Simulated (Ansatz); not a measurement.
Relaxation of AlFH$_{2}$ (4 atoms, charge 0, multiplicity 1), to a largest force component of 0.03 eV/Å in at most 50 steps.

All numbers below come from RKS PBE0/def2-SVP (Ansatz 0.2.0).

```xyz
4
Properties=species:S:1:pos:R:3:forces:R:3
Al -0.119 0.000 -0.993 0.03 0.00 0.19
F 1.379 0.000 1.471 -0.18 0.00 -0.11
H 1.994 0.000 0.779 0.09 0.00 -0.05
H -1.642 0.000 -0.327 0.06 0.00 -0.03
```

Problem. Where does it end, and by what steps?

Solution. It converged. After 7 steps the energy has fallen by 0.098 eV; F2 moved furthest, 0.45 Å.

| step | energy less start (eV) | largest force component (eV/Å) | accepted |
| --- | --- | --- | --- |
| 0 | 0.0000 | 0.192 | yes |
| 1 | -0.0337 | 1.147 | yes |
| 2 | -0.0847 | 0.180 | yes |
| 3 | -0.0931 | 0.154 | yes |
| 4 | -0.0965 | 0.083 | yes |
| 5 | -0.0976 | 0.112 | yes |
| 6 | -0.0973 | 0.164 | no |
| 7 | -0.0978 | 0.002 | yes |

```xyz
4
Properties=species:S:1:pos:R:3
Al 0.025 0.000 -0.919
F 1.068 0.000 1.144
H 1.945 0.000 0.830
H -1.426 0.000 -0.124
```

Run time: 5.4 s on 1 thread of Intel(R) Xeon(R) CPU @ 2.60GHz (Ice Lake) (shared host), peak memory 0.12 GiB.
